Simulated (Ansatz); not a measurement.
C3H9OP, SMILES `CP(C)(C)=O` at its PBE0-D4/def2-TZVP geometry, where that method's forces vanish. The species carries charge 0 and has multiplicity 1.

```xyz
14

C    -1.5522   -0.5678    0.1366
P     0.0575    0.1176    0.5910
C     1.2615   -1.0760   -0.0361
C     0.2553    1.5714   -0.4649
O     0.1981    0.4049    2.0355
H    -1.7081   -1.4958    0.6897
H    -1.6253   -0.7675   -0.9342
H    -2.3304    0.1402    0.4272
H     1.1504   -2.0107    0.5164
H     2.2663   -0.6889    0.1423
H     1.1311   -1.2679   -1.1030
H     0.1473    1.3270   -1.5235
H     1.2437    2.0003   -0.2910
H    -0.4951    2.3133   -0.1859
```

What forces (eV/Å) does ωB97M-V/def2-TZVPP give on these atoms in the Gaussian-basis code of Ansatz? (Estimate.)

Ansatz gave: 
```
C1  -0.044 -0.017 -0.003
P2  -0.009 -0.017 -0.085
C3   0.035 -0.032 -0.008
C4   0.006  0.043 -0.020
O5   0.005  0.009  0.047
H6   0.013  0.063 -0.039
H7   0.012  0.016  0.072
H8   0.055 -0.047 -0.022
H9   0.006  0.064 -0.039
H10 -0.070 -0.025 -0.014
H11  0.003  0.018  0.072
H12  0.006  0.009  0.074
H13 -0.067 -0.032 -0.013
H14  0.050 -0.053 -0.020
```
